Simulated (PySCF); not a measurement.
# How methods differ on the electron affinity of H

H⁻ 1s2 (1S) → H 1s1 (2S), as a difference of total energies. Computed with PySCF 2.14 in x2c-TZVPPall with one added diffuse shell each of s, p type (4s3p1d, 18 functions), with scalar relativity by spin-free X2C-1e. Correlated levels: valence: nothing frozen. The calculations carry no spin-orbit coupling.

| method | electron affinity (eV) |
| --- | --- |
| UHF | -0.341 |
| MP2 (valence) | 0.390 |
| SCS-MP2 (valence) | 0.536 |
| CCSD (valence) | 0.692 |

Errors of the correlated levels include the incompleteness of this basis.

A negative affinity means that the anion lies above the atom at that level of theory.

With two correlated electrons CCSD is exact in that space.

For comparison: 0.754 eV (measured; photodetachment measurements, as compiled on the Wikipedia data page of electron affinities).
